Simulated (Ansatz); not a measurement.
**SiN (quartet): HSE06, B2PLYP over a scan of the distance Si1–N2, 6-31G**

How well do these functionals follow the top wave-function level for SiN (quartet) over a scan of the distance Si1–N2?

Method: 6-31G, all electrons in the functionals, frozen cores in the correlation of double hybrids and RPA; program: Ansatz 0.2.0, Gaussian basis.

To be run: HSE06, B2PLYP, at 1.516 Å; 1.729 Å; 1.889 Å; 2.033 Å; 2.257 Å; 2.552 Å; 3.033 Å; 3.468 Å; 4.183 Å; 5.092 Å; 6.394 Å.

23 further runs of the same task are left out: 1 for a known fault of the program, 19 that didn't finish, 3 set aside as unsound or not needed.

### Step 1. The system

The geometry derives from a PBE0/def2-TZVP stationary point (not a proven minimum). One bond is set to the value named and the two fragments are kept rigid.

2 atoms, charge 0, spin multiplicity 4.

Atoms are counted from 1 here; the program's logs count them from 0.

Bond lengths: Si1–N2 1.889 Å.

No dispersion term is added. HSE06 is the plane-wave form.

The geometry shown and the zero of energy belong to the point 1.889 Å. The yardstick, FCI, and other wave-function levels (R restricted, U unrestricted, valence and pair active spaces) come from earlier runs.

### Step 2. HSE06, 1.516 Å

File in.yaml:

```yaml
crystal:
  periodic: [false, false, false]
  atoms:
    - {symbol: Si, position_ang: [0.000000, 0.000000, 0.000000]}
    - {symbol: N, position_ang: [0.000000, 0.000000, 1.516000]}
basis:
  gaussian: {orbitals: 6-31G}
magnetization: {spin_polarized: true, initial_magnetization: 3}
hamiltonian: {xc: {name: HSE06}}
```

Run with:

```
$ ansatz run in.yaml --threads 1 --pin off --events-out ev --progress --plain --max-ram 2393MiB
```

After this run come: HSE06, 1.729 Å; HSE06, 1.889 Å; HSE06, 2.033 Å; HSE06, 2.257 Å; HSE06, 2.552 Å; HSE06, 3.033 Å; HSE06, 3.468 Å; HSE06, 4.183 Å; HSE06, 5.092 Å; HSE06, 6.394 Å; B2PLYP, 1.516 Å; B2PLYP, 1.729 Å; B2PLYP, 1.889 Å; B2PLYP, 2.033 Å; B2PLYP, 2.257 Å; B2PLYP, 2.552 Å; B2PLYP, 3.033 Å; B2PLYP, 3.468 Å; B2PLYP, 4.183 Å; B2PLYP, 5.092 Å; B2PLYP, 6.394 Å.

Q: Predict the results of all the runs planned. Wanted: span of the FCI curve; largest miss, HSE06; largest miss, B2PLYP.

**Answer**, as computed:

| quantity | value |
| --- | --- |
| span of the FCI curve | 193.5 kJ/mol |
| largest miss, HSE06 | +64.0 kJ/mol (6.394 Å) |
| largest miss, B2PLYP | +38.8 kJ/mol (6.394 Å) |

In words: Of the functionals, B2PLYP keep the smallest largest miss at the points compared (at most 38.8 kJ/mol) and HSE06 strays most (64.0 kJ/mol, at 6.394 Å). HSE06, B2PLYP clearly break the spin symmetry at some points (⟨S²⟩ up to 1.00 above the pure value), so energy there is bought with a mixed spin. Functionals and the yardstick converge differently with the basis, so part of each miss in 6-31G is the basis.
